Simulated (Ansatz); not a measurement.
**MgCu4Sn: computed properties**

Level of theory: DFT r2SCAN, scalar-relativistic, plane waves, PAW (Ansatz 0.2.0).

Cutoff 500 eV; k points 10×10×10 on the computed 6-atom cell (Γ-centred); Gaussian smearing, width 0.10 eV; no spin polarisation.

The structure is relaxed at this level of theory with its symmetry kept. Whether it is the stable form of this composition wasn't checked.

Symmetry: F-43m, No. 216, cubic system. Conventional cell: a = 6.989 Å, b = 6.989 Å, c = 6.989 Å, α = 90.00°, β = 90.00°, γ = 90.00°. Around Mg (site symmetry -43m) lie 12 Cu at 2.90 Å and 4 Sn at 3.03 Å. Around Cu (site symmetry 3m) lie 6 Cu at 2.46 to 2.48 Å. Around Sn (site symmetry -43m) lie 12 Cu at 2.90 Å and 4 Mg at 3.03 Å.

```json
{
  "Volume per atom": "14.23 Å³",
  "Formation energy from the elements' standard states (uncorrected)": "-0.119 eV/atom",
  "Generalised Kohn–Sham band gap": "none (metal)",
  "Density of states at the Fermi level": "0.77 states/eV per cell",
  "Löwdin character within 0.5 eV of the Fermi level": "Sn 5p 32 %, Cu 3d 25 %, Cu 4s 15 %, Mg 3s 9 %, unprojected 17 %",
  "Bulk modulus": "116 GPa",
  "Its pressure derivative": "4.9",
  "Bader charges (e)": "Mg (1 in the cell) 1.62, Cu (4 in the cell) -0.36, Sn (1 in the cell) -0.19"
}
```

Cost: 9 runs of about 16 core-minutes in all, on Oxide Virtual Turin-like Processor (Zen 5) (shared hosts).